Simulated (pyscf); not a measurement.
PySCF, gas phase, ωB97X-D3(BJ)/def2-SVP geometries. MP2 and CC: frozen core, UHF for open shells. ΔMP2 is the change of the MP2 total energy from the triple- to the quadruple-zeta basis.

Problem. Estimate the classical barrier height and the reaction energy of :HC–CH=CH₂ [singlet] → cyclic C₃H₄ (SMILES C1=CC1) at CCSD(T)/def2-TZVPP + ΔMP2(QZVPP). The step runs on the singlet surface, breaks none and forms C–C; take the reactant's lowest minimum found as zero.

Solution. ΔE‡ = 2.2 kJ/mol, ΔE = -164.4 kJ/mol. Zero-point energy shifts the barrier by -0.7 kJ/mol. It is a ring closure, with an imaginary mode of 273i cm⁻¹. :HC–CH=CH₂ [singlet] is an excited spin state, 36.7 kJ/mol over the triplet at ωB97X-D3(BJ). :HC–CH=CH₂ [singlet] lies 259.0 kJ/mol over its isomer H₂C=C=CH₂ (electronic energy, ωB97M-D3(BJ)). cyclic C₃H₄ (SMILES C1=CC1) lies 93.4 kJ/mol over its isomer H₂C=C=CH₂ (electronic energy, ωB97M-D3(BJ)). This is the saddle that the search found; another between the same sides may lie lower. A restricted singlet here is unstable towards spin polarisation, as is usual where a triplet lies low; its energy is less safe. The CCSD(T) − MP2 part came from Ansatz, without density fitting, on the same reference.
